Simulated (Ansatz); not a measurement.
C$_{4}$H$_{5}$FO, SMILES `C#CCOCF` at its PBE0-D4/def2-TZVP geometry, where that method's forces vanish. Total charge 0; spin multiplicity 1.

```csv
atom,x (Å),y (Å),z (Å)
C1,0.1285,-1.1289,-2.0785
C2,-0.3392,-0.8509,-1.0092
C3,-0.8980,-0.5116,0.2935
O4,-0.6782,0.8413,0.6624
C5,0.6376,1.1747,0.8455
F6,1.1448,0.5686,1.9788
H7,0.5369,-1.3780,-3.0296
H8,-1.9818,-0.6386,0.2768
H9,-0.4930,-1.1843,1.0572
H10,0.6753,2.2543,0.9954
H11,1.2671,0.8534,0.0076
```

(1) For each bond, give half the difference of the two atoms' forces along it (eV/Å; positive pushes the atoms apart) under PBE-D4, r2SCAN-D4, B3LYP-D4, ωB97M-V in def2-TZVPP. (An estimate is asked.)

Answers

(1) The calculation gave: 
| bond | length (Å) | PBE-D4 | r2SCAN-D4 | B3LYP-D4 | ωB97M-V |
| --- | --- | --- | --- | --- | --- |
| C1–C2 | 1.200 | 0.99 | 0.36 | -0.07 | -0.35 |
| C1–H7 | 1.065 | -0.38 | -0.23 | -0.08 | 0.04 |
| C2–C3 | 1.458 | -0.66 | -0.26 | 0.10 | 0.43 |
| C3–O4 | 1.419 | 0.40 | 0.34 | 0.28 | 0.10 |
| C3–H8 | 1.091 | 0.11 | -0.05 | -0.15 | -0.18 |
| C3–H9 | 1.095 | 0.11 | -0.05 | -0.12 | -0.18 |
| O4–C5 | 1.370 | 0.25 | 0.16 | 0.17 | 0.18 |
| C5–F6 | 1.382 | 0.56 | 0.34 | 0.40 | 0.22 |
| C5–H10 | 1.091 | 0.03 | -0.11 | -0.20 | -0.17 |
| C5–H11 | 1.096 | 0.03 | -0.11 | -0.15 | -0.16 |

B3LYP here is the variant with VWN-RPA as its local correlation; programs differ in this.

Program: Ansatz 0.2.0.
